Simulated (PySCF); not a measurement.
**AlP (triplet): changing the method**

Starting from one script, swap the method and compare what comes out for AlP (triplet).

Method: method and basis as typed in the scripts; program: PySCF 2.14.0.

3 further runs of the same task are left out: 3 that didn't finish.

## 1. Where the work starts

AlP (triplet): 2 atoms, charge 0, spin multiplicity 3.

Bond lengths: Al1–P2 2.136 Å.

## 2. The base run

input.py reads:

```python
from pyscf import gto, scf, mcscf

mol = gto.M(
    atom='Al 0 0 0; P 0 0 2.136',
    basis='6-31+g*',
    charge=0,
    spin=2,
    verbose=4,
)
mf = scf.ROHF(mol)
mf.kernel()
mc = mcscf.CASCI(mf, 5, 4)
mc.kernel()
mc.analyze()
mf.dip_moment()
print('orbital energies (hartree):', mf.mo_energy[..., max(0, mol.nelec[1]-3):mol.nelec[0]+3].round(4))
```

Started as:

```
OMP_NUM_THREADS=1 python input.py
```

## 3. Frequency run (UHF)

Run 1 changes step after the SCF: casci → frequency; SCF type: ROHF → UHF.

input.py reads:

```python
from pyscf import gto, scf
from pyscf.hessian import thermo

mol = gto.M(
    atom='Al 0 0 0; P 0 0 2.136',
    basis='6-31+g*',
    charge=0,
    spin=2,
    verbose=4,
)
mf = scf.UHF(mol)
mf.kernel()
hess = mf.Hessian().kernel()
print('wavenumber (cm^-1) =', thermo.harmonic_analysis(mol, hess)['freq_wavenumber'].round(1))
mf.dip_moment()
print('orbital energies (hartree):', [e[max(0, n-3):n+3].round(4) for e, n in zip(mf.mo_energy, mol.nelec)])
```

## 4. TDA (UHF)

Run 2 changes step after the SCF: casci → tda; SCF type: ROHF → UHF; number of roots: none → 5.

input.py reads:

```python
from pyscf import gto, scf, tdscf

mol = gto.M(
    atom='Al 0 0 0; P 0 0 2.136',
    basis='6-31+g*',
    charge=0,
    spin=2,
    verbose=4,
)
mf = scf.UHF(mol)
mf.kernel()
td = tdscf.TDA(mf)
td.nstates = 5
td.kernel()
td.analyze()
mf.dip_moment()
print('orbital energies (hartree):', [e[max(0, n-3):n+3].round(4) for e, n in zip(mf.mo_energy, mol.nelec)])
```

## 5. Geometry optimisation

Run 3 changes step after the SCF: casci → optimize.

input.py reads:

```python
from pyscf import gto, scf
from pyscf.geomopt.geometric_solver import optimize

mol = gto.M(
    atom='Al 0 0 0; P 0 0 2.136',
    basis='6-31+g*',
    charge=0,
    spin=2,
    verbose=4,
)
mf = scf.ROHF(mol)
mf.kernel()
mol_eq = optimize(mf, maxsteps=30)
print('optimised geometry (angstrom)')
print(mol_eq.tostring('raw'))
print('orbital energies (hartree):', mf.mo_energy[..., max(0, mol.nelec[1]-3):mol.nelec[0]+3].round(4))
```

## 6. NEVPT2

Run 4 changes step after the SCF: casci → nevpt2; active space: 4 electrons in 5 orbitals → 2 electrons in 4 orbitals.

input.py: that of step 2 with these lines changed.

```diff
@@ -1,2 +1,2 @@
-from pyscf import gto, scf, mcscf
+from pyscf import gto, scf, mcscf, mrpt
 
@@ -11,5 +11,6 @@
 mf.kernel()
-mc = mcscf.CASCI(mf, 5, 4)
+mc = mcscf.CASSCF(mf, 4, 2)
 mc.kernel()
 mc.analyze()
+mrpt.NEVPT(mc).kernel()
 mf.dip_moment()
```

**Question.** What will these runs give? Wanted: for each run, E(SCF); from base; gap, α spin; SCF dipole; after the SCF.

As calculated:

| run | E(SCF) (hartree) | from base (eV) | cycles | gap, α spin (eV) | SCF dipole (D) | after the SCF |
| --- | --- | --- | --- | --- | --- | --- |
| base | -582.555475 | 0 | 12 | n/a | 3.55 | CASCI correlation -0.081 eV |
| frequency run (UHF) | -582.562824 | -0.2000 | 15 | 9.17 | 3.12 | highest mode 530 cm⁻¹ |
| TDA (UHF) | -582.562824 | -0.2000 | 15 | 9.17 | 3.12 | lowest root found 0.12 eV |
| geometry optimisation | -582.555475 | 0.0000 | 12 | n/a | n/a | bond 2.267 Å, -0.062 eV |
| NEVPT2 | -582.555475 | 0.0000 | 12 | n/a | 3.55 | NEVPT2 correlation -4.051 eV (from the SCF energy, the CASSCF gain included) |

SCF columns refer to the geometry typed in the script.

The dearest run is “frequency run (UHF)”, at 9 s against 0.86 s.
